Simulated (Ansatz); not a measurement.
# CH2OSi (SMILES C#[Si]O): single points off equilibrium

The task here is to estimate one member of a computed series from the others.

Method: single points in def2-TZVPP; program: Ansatz 0.2.0, Gaussian basis.

Correlated methods freeze the cores. B3LYP uses VWN-RPA correlation.

## The system as given

SMILES `C#[Si]O`, 5 atoms, charge 0, spin multiplicity 1.

Atoms are counted from 1 here; the program's logs count them from 0.

Bond lengths: C1–Si2 1.648 Å, C1–H4 1.135 Å, Si2–O3 1.638 Å, O3–H5 0.919 Å. Angles: Si2–C1–H4 116.1°, C1–Si2–O3 164.6°, Si2–O3–H5 129.1°.

As a file:

```xyz
5

C    -0.8985    1.1419    0.7473
Si    0.0350   -0.0229    0.0496
O     1.2649   -0.8641   -0.6297
H    -1.7703    0.7734    1.3737
H     1.4023   -1.0787   -1.5125
```

The first run:

run/in.yaml

```yaml
crystal:
  periodic: [false, false, false]
  atoms:
    - {symbol: C, position_ang: [-0.898500, 1.141900, 0.747300]}
    - {symbol: Si, position_ang: [0.035000, -0.022900, 0.049600]}
    - {symbol: O, position_ang: [1.264900, -0.864100, -0.629700]}
    - {symbol: H, position_ang: [-1.770300, 0.773400, 1.373700]}
    - {symbol: H, position_ang: [1.402300, -1.078700, -1.512500]}
basis:
  gaussian: {orbitals: def2-TZVPP}
correlation: {method: ccsd_t}
output: {forces: true}
```

No record of the launch command was kept for these runs.

Among the steps run: CCSD(T)/def2-TZVPP; PBE0-D4/def2-TZVPP; wB97M-V/def2-TZVPP; r2SCAN-D4/def2-TZVPP; PBE-D4/def2-TZVPP; CAM-B3LYP-D4/def2-TZVPP; B3LYP-D4/def2-TZVPP.

One of the session's tables, all rows but one given; the rest of the session is left out.

```
      method  RMS force component (eV/Å)  angle to CCSD(T) forces (°)  dipole (D)
     CCSD(T)                       1.215                    reference        3.35
     PBE0-D4                       1.136                         13.2        3.73
     wB97M-V                       1.122                         17.4        3.87
   r2SCAN-D4                       1.163                         10.2        3.70
      PBE-D4                       1.236                         12.2        3.58
CAM-B3LYP-D4                       1.159                         20.2        3.83
    B3LYP-D4                           ?                            ?           ?
```

**Question.** Estimate the row for B3LYP-D4.

The run gave: RMS force component (eV/Å): 1.158; angle to CCSD(T) forces (°): 11.4; dipole (D): 3.66. In the column «RMS force component (eV/Å)» it lies between PBE0-D4 (1.136) and CAM-B3LYP-D4 (1.159).
